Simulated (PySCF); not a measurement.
AlF: mean field, correlation and small terms against distance

State: ¹Σ⁺, singlet, closed shell. RHF-based CCSD(T) in PySCF 2.14 with Al cc-pV(T+d)Z, F cc-pVTZ and Al cc-pV(Q+d)Z, F cc-pVQZ (frozen core orbitals: 6; no relativity). Correlation energies are extrapolated as n⁻³ (n = 3, 4), Hartree–Fock as (n+1)·exp(−9√n). CV is the change on freezing 1 orbitals instead, in Al cc-pwCVTZ, F cc-pwCVTZ. SR is the spin-free X2C energy in Al cc-pVTZ-DK, F cc-pVTZ-DK less the non-relativistic one in Al cc-pVTZ, F cc-pVTZ. All energies in eV from Al + F.

```csv
R (Å),HF/CBS,CCSD corr.,(T),CV,SR,total
1.4718,-4.635,-1.617,-0.1231,-0.0495,0.0088,-6.416
1.5387,-5.032,-1.663,-0.1325,-0.0319,0.0106,-6.848
1.6056,-5.195,-1.704,-0.1419,-0.0189,0.0117,-7.049
1.6725,-5.198,-1.742,-0.1511,-0.0096,0.0121,-7.089
1.7394,-5.092,-1.775,-0.1600,-0.0031,0.0121,-7.018
1.8230,-4.861,-1.810,-0.1705,0.0023,0.0117,-6.828
1.9066,-4.565,-1.839,-0.1803,0.0055,0.0111,-6.568
```

A fit to the total gives Re = 1.6592 Å, De = 7.091 eV, ωe = 801.5 cm⁻¹, Be = 0.5492 cm⁻¹ (masses 26.9815 and 18.9984 u).

Question: At R = 1.6725 Å the CCSD correlation energy is -0.319781 hartree in the smaller basis and -0.345131 in the larger. Extrapolate it.

Answer: (4³·E4 − 3³·E3)/(4³ − 3³) = -0.36363 hartree; the larger basis holds 94.9 % of it.

The T1 diagnostic is 0.015. The open-shell atoms are computed with UHF. Spin–orbit coupling, excitations beyond (T) and corrections to the Born–Oppenheimer picture are left out.
